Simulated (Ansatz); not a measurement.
# SiNH₅ (singlet): wave-function methods side by side at twist about Si1–N2 = 73.1°, cc-pVDZ

An exercise on one series of results from a longer session: the logs are not shown, and one member is left open.

Method: cc-pVDZ, core rule «outside noble gas», up to 6 orbitals frozen; program: Ansatz 0.2.0, Gaussian basis.

Plan: UHF; CCSD(T) on RHF; BCCD(T) on RHF; CISD; CCSDT(Q) on RHF; CASSCF and NEVPT2, 2 electrons in 2 orbitals; CASSCF and NEVPT2, 8 electrons in 8 orbitals.

16 further runs of the same task are left out: 13 that didn't finish, 3 set aside as unsound or not needed.

**The geometry**

The geometry derives from a PBE0/def2-TZVP stationary point (not a proven minimum). One half is turned about the bond named; the halves are rigid.

7 atoms, charge 0, spin multiplicity 1.

Atoms are counted from 1 here; the program's logs count them from 0.

Bond lengths: Si1–N2 1.720 Å, Si1–H3 1.486 Å, Si1–H4 1.486 Å, Si1–H5 1.494 Å, N2–H6 1.007 Å, N2–H7 1.007 Å. Angles: N2–Si1–H3 107.9°, N2–Si1–H4 107.9°, N2–Si1–H5 116.0°, H3–Si1–H4 110.5°, H3–Si1–H5 107.3°, H4–Si1–H5 107.3°, Si1–N2–H6 119.6°, Si1–N2–H7 119.6°, H6–N2–H7 110.6°.

Set-up of the first run:

in.yaml

```yaml
crystal:
  periodic: [false, false, false]
  atoms:
    - {symbol: Si, position_ang: [-0.019956, -0.011622, 0.572281]}
    - {symbol: N, position_ang: [0.045240, -0.011622, -1.146853]}
    - {symbol: H, position_ang: [0.675664, -1.232307, 1.055501]}
    - {symbol: H, position_ang: [0.675662, 1.209063, 1.055501]}
    - {symbol: H, position_ang: [-1.387138, -0.011623, 1.174922]}
    - {symbol: H, position_ang: [-0.810367, 0.019312, -1.677557]}
    - {symbol: H, position_ang: [0.773588, 0.500901, -1.617487]}
basis:
  gaussian: {orbitals: cc-pVDZ}
magnetization: {spin_polarized: true, initial_magnetization: 0}
hamiltonian: {xc: hf}
output: {orbitals: {seedname: orbitals}}
```

The run is started by

```console
$ ansatz run in.yaml --threads 1 --pin off --events-out ev --progress --plain --max-ram 2393MiB
```

Steps of the session up to this table: UHF; CCSD(T) on RHF; BCCD(T) on RHF; CISD; CCSDT(Q) on RHF; CASSCF and NEVPT2, 2 electrons in 2 orbitals; CASSCF and NEVPT2, 8 electrons in 8 orbitals.

One of the session's tables, all rows but one given; the rest of the session is left out.

It belongs to the step «Misses and costs». 

| method | from RCCSDT(Q) (kJ/mol) |
| --- | --- |
| RHF | +852.3 |
| RMP2 | +112.7 |
| CISD | +92.5 |
| RCCSD | +20.8 |
| RCCSD(T) | +3.1 |
| BCCD(T) | +3.1 |
| RCCSDT | ? |
| RCCSDT(Q) | 0 |
| CASSCF pair | +807.8 |
| NEVPT2 pair | +115.3 |
| CASSCF frontier | +573.7 |
| NEVPT2 frontier | +133.0 |

Estimate the missing values for RCCSDT.

The run gave: from RCCSDT(Q) (kJ/mol): +1.4. In the column «from RCCSDT(Q) (kJ/mol)» it lies between RCCSDT(Q) (0) and RCCSD(T) (+3.1).
